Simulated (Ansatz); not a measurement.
hcp Co

Computed with r²SCAN in Ansatz (PAW).

Run with plane-wave cutoff 500 eV, 30×30×1 k mesh (along the axes of the cell as run), Fermi–Dirac smearing 0.1 eV, scalar-relativistic PAW data made under PBE.

Cell: relaxed at this level.

```
Item                                   Value
---------------------------------  ---------
surface energy of the (0001) face  2.20 J/m²
work function of the (0001) face     5.00 eV
```

The slab of 6 atoms is relaxed and unreconstructed.

Static lattice: no zero-point or thermal effects.

The result took about 40 core-minutes (a rough figure).

Ansatz is a program for electronic structure.
